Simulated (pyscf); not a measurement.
Optimised with ωB97X-D3(BJ)/def2-SVP in PySCF.

SMILES: [OH][Hf]([OH])([F])[F]
```xyz
7

O     -1.5086    -0.3830    -0.6103
Hf     0.1593     0.4880    -0.2263
O      0.7647     1.5499    -1.7073
F     -0.0563     1.6178     1.3159
F      1.4879    -0.8416     0.1833
H     -2.3369    -0.7885    -0.8584
H      1.0111     2.0618    -2.4750
```

Problem. List the bond dissociation enthalpies at 298 K of HO–Hf(OH)(F)–F from ωB97M-D3(BJ)/def2-TZVP, from the weakest bond up.

Solution. H–O to [O–Hf(OH)(F)–F]• + H•: 123.5 kcal/mol; Hf–O to OH• + [HO–Hf(F)–F]•: 129.3 kcal/mol; F–Hf to [HO–Hf(OH)–F]• + F•: 156.9 kcal/mol. Ring and multiple bonds, and those that leave no two simple radicals, are not listed. The radicals are drawn with the spin at the cut bond; how far it spreads was not checked. Other isomers of [HO–Hf(F)–F]•, [O–Hf(OH)(F)–F]•, [HO–Hf(OH)–F]• were not searched in full and may lie lower. Left out: the spin-orbit lowering of F, OH. Open-shell species with a d-block atom are single-reference here; other states, and whether the spin sits on metal or ligand, were not checked. Elements past Kr carry the def2 core potentials, without spin-orbit coupling.
